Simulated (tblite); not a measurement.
Question: Write Cartesian coordinates for InChI=1S/C4H5ClF/c1-2-3(5)4(2)6/h3-4H,1H3/t3-,4+/m1/s1 as optimised with GFN2-xTB. (Doublet state.)

Answer: 
```xyz
11
C4H5ClF angstrom
C      1.5397   -0.0836   -0.1523
C      0.1237   -0.1445   -0.5312
C     -1.0530   -0.7053    0.1109
Cl    -0.9993   -1.1512    1.8353
C     -0.9976    0.7643   -0.3039
F     -0.9025    1.7367    0.6552
H      2.0926    0.5309   -0.8620
H      1.9687   -1.0831   -0.1185
H      1.6547    0.3755    0.8372
H     -1.7590   -1.3417   -0.4055
H     -1.6626    1.1046   -1.0913
```

Orientation and origin are arbitrary. Atoms count from 1 in this order. The 3-membered ring C2–C3–C5 has internal angles of 58.1° to 63.2°. The 4 C–C bonds span 1.453 Å (C2–C3, drawn single) to 1.528 Å (C3–C5, drawn single), a spread of 0.075 Å. C2 (carbon bonded to 3 C) is pyramidal (angles 133.1°, 132.4° and 63.2°, sum 328.8°, 0.43 Å off the plane of its three neighbours).

Bonds between heavy atoms (Å): C1–C2 1.467, C2–C3 1.453, C3–Cl4 1.782, C3–C5 1.528, C5–F6 1.369, C2–C5 1.461.

The geometry is computed with GFN2-xTB (gas phase). This method treats the open shell by occupation alone, without spin polarisation.

Point group: C1 (no symmetry element, even within 0.4 Å). Its GFN2-xTB frequencies are all real (lowest 91 cm⁻¹).

Hardware: an Arm Neoverse V2 with one thread, on a shared host. Cost: 0.26 s wall. This is the geometry optimisation.
